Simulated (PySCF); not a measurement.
## A basis-limit estimate, worked out

An elementary step of SiH₂F₂, closed shell (SiH₂F₂ ([F][SiH2][F]) → SiF₂ + H₂; bonds formed: H2–H3; bonds broken: Si1–H2, Si1–H3). “Start” is the structure reached by relaxing down from the saddle towards the reactants; PBE0-D4/def2-TZVP structures. The saddle:

```csv
atom,x (Å),y (Å),z (Å)
Si1,-0.2304,-0.2782,0.3778
H2,0.7684,0.1586,-1.0026
H3,0.7003,-0.9813,-0.5383
F4,-1.5961,0.2866,-0.2091
F5,0.3578,0.8143,1.3723
```

Computed with PySCF 2.14 with density fitting (its default auxiliary sets; JK sets also for MP2 and CCSD(T)) (basis: def2-TZVPP and def2-QZVPP); correlated methods freeze the cores.

Energies in eV:

| quantity | saddle | start |
| --- | --- | --- |
| Hartree–Fock, triple zeta (X = 3) | -13307.58999 | -13312.20448 |
| Hartree–Fock, quadruple zeta (X = 4) | -13308.13345 | -13312.73792 |
| MP2 correlation, X = 3 | -17.50438 | -16.94205 |
| MP2 correlation, X = 4 | -19.15173 | -18.57080 |
| CCSD(T) correlation, X = 3 | -18.61018 | -17.83385 |

**Question.** Work out the barrier at the basis limit: extrapolate Hartree–Fock as E(X) = E∞ + A exp(−7.88 √X) and the MP2 correlation as E(X) = E∞ + B X^−2.97 (the exponents that Neese and Valeev fitted for def2-TZVPP and QZVPP), then add CCSD(T) − MP2 in triple zeta.

**Answer.** Each step is linear, so take the differences first (saddle − start): Hartree–Fock 4.61449 (X = 3) and 4.60447 (X = 4); MP2 correlation -0.56233 and -0.58093; CCSD(T) correlation -0.77633.
Two points give E∞ = E(4) + w [E(4) − E(3)], with w = 1/(exp(7.88 (2 − √3)) − 1) = 0.1377 for Hartree–Fock and w = 1/((4/3)^2.97 − 1) = 0.7407 for the correlation.
Hartree–Fock: 4.60447 + 0.1377 × (-0.01002) = 4.6031 eV.
MP2 correlation: -0.58093 + 0.7407 × (-0.01860) = -0.5947 eV.
CCSD(T) − MP2: -0.77633 − (-0.56233) = -0.2140 eV.
Sum: 4.6031 + (-0.5947) + (-0.2140) = 3.7944 eV, or 87.50 kcal/mol. Plain CCSD(T) in triple zeta gives 3.8382 eV, so the larger basis shifts the result by -0.0438 eV.

T1 diagnostic: at most 0.016. The restricted Hartree–Fock reference is unstable towards an unrestricted one at one or more of these structures. A large double-excitation amplitude points to some diradical character; no triplet was computed.

Losses and insertions of silylenes and their heavier kin drive the gas-phase chemistry of silicon and germanium vapour deposition.

Labels in which every atom is bracketed show which atoms are joined, not bond orders.

For scale, one of the runs: CCSD(T)/def2-TZVPP, 132 basis functions, launched by `OMP_NUM_THREADS=4 python run.py`. Time: 58 s of wall clock on 4 CPU threads of an Arm Neoverse V1; the host was shared. Peak host memory: 0.75 GiB.
